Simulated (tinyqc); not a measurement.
Worked calculation: CCD on RHF in the sto-3g basis, frozen core, for HF, spin multiplicity 1. One step of it, computed by the program tinyqc.

Question. Orthogonalisation. S = U s U^T; symmetric (Loewdin) form X = U s^(-1/2) U^T, so that X^T S X = 1.

overlap S, lower triangle:
```
           1F 1s     1F 2s    1F 2px    1F 2py    1F 2pz     2H 1s
1F 1s   1.000000
1F 2s   0.237990  1.000000
1F 2px  0.000000  0.000000  1.000000
1F 2py  0.000000  0.000000  0.000000  1.000000
1F 2pz  0.000000  0.000000  0.000000  0.000000  1.000000
2H 1s   0.066095  0.535876  0.000000  0.000000  0.387934  1.000000
```

Give: eigenvalues of S; X.

Answer.

eigenvalues of S: 0.3255  0.8472  1.0000  1.0000  1.1163  1.7110

X, lower triangle:
```
          1F 1s    1F 2s  1F 2px  1F 2py   1F 2pz   2H 1s
1F 1s    1.0237
1F 2s   -0.1377   1.1914
1F 2px   0.0000   0.0000  1.0000
1F 2py   0.0000   0.0000  0.0000  1.0000
1F 2pz  -0.0101   0.1202  0.0000  0.0000   1.0854
2H 1s    0.0265  -0.3894  0.0000  0.0000  -0.2774  1.2497
```
